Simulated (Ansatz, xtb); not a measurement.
**Relaxing a trial structure of OS2**

The starting geometry of this gas-phase singlet has its atoms placed at random; its bonds are those of `O1SS1`.

```csv
atom,x (Å),y (Å),z (Å)
O,-0.3123,-0.2215,0.3846
S,1.1311,-0.3134,-0.0063
S,0.1510,1.3165,-0.0982
```

Q: Guess where an optimisation with r2SCAN-D4/def2-SVP ends from this start.

A: It ends as `O1SS1`. Distances that change by over a tenth: O1–S2 (1.50 → 1.74 Å).

The energy falls by 1.15 eV over 5 steps:

```
step  E − E(last) (eV)
   1             1.151
   2             0.366
   3             0.005
   4             0.000
   5             0.000
```

Final geometry (Å):

```xyz
3

O    -0.4131   -0.2098    0.4107
S     1.2580   -0.3675   -0.0302
S     0.1249    1.3589   -0.1004
```

From the same start GFN2-xTB reaches the same bonding as this run.

From so rough a start the end depends on the optimiser's path, so another program may land elsewhere. No frequencies were run, so the end isn't proven a minimum. Run with Ansatz 0.2.0, 6.3 s on 1 thread of Arm Neoverse V2, on a shared host.
